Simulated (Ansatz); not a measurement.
System: zinc-blende MgS (metastable phase). Method: r²SCAN-D4 (Ansatz, a program for electronic structure, plane waves, PAW).

Run with plane-wave cutoff 560 eV, 10×10×10 k mesh, Fermi–Dirac smearing 0.01 eV, scalar-relativistic PAW data made under PBE.

Computed at the level's own relaxed cell.

```
CELL_PARAMETERS angstrom
      0.00000    -2.82181     2.82181
      2.82181    -2.82181     0.00000
      2.82181     0.00000     2.82181
ATOMIC_POSITIONS crystal
  Mg 0.00000 0.00000 0.00000
  S  0.25000 0.25000 0.25000
```

**Question.** List the 5 lowest band energies at Γ above −25 eV (eV, relative to the valence band maximum), grouping those that round alike.

**Answer.** At Γ: -11.77, 0.00 (×3), 4.19.
